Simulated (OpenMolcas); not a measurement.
# How methods differ on B2 (SMILES B#B)

The species is B2 (2 atoms), meant as a triplet with charge 0. As SMILES, `B#B`. Geometry: relaxed at GFN2-xTB.

```tsv
atom	x (Å)	y (Å)	z (Å)
B	0.0000	0.0000	0.0000
B	0.0000	0.0000	1.4051
```

Quantity: the energy change with the B1–B2 bond stretched from 1.405 to 1.756 Å, in eV. The values are calculated.

```csv
level,kind,program,value (eV)
"CASPT2(6,8)/pcseg-0",multireference,OpenMolcas,?
"CASSCF(6,8)/pcseg-0",multireference,OpenMolcas,-1.00
"MC-PDFT[tPBE](6,8)/pcseg-0",multireference,OpenMolcas,?
"SC-NEVPT2(6,8)/pcseg-0",multireference,OpenMolcas,-0.70
FCI/3-21G,exact in the basis,OpenMolcas,-0.61
FCI/pcseg-0,exact in the basis,OpenMolcas,-0.64
```

(1) Estimate what the levels marked ? give.

## Answers

(1) As computed at these levels: CASPT2(6,8)/pcseg-0: -0.71 eV; MC-PDFT[tPBE](6,8)/pcseg-0: -0.46 eV. The first shape isn't each level's own minimum. The values span -1.00 to -0.46 eV. All rows use very small basis sets, so even the best lies far from the true value.
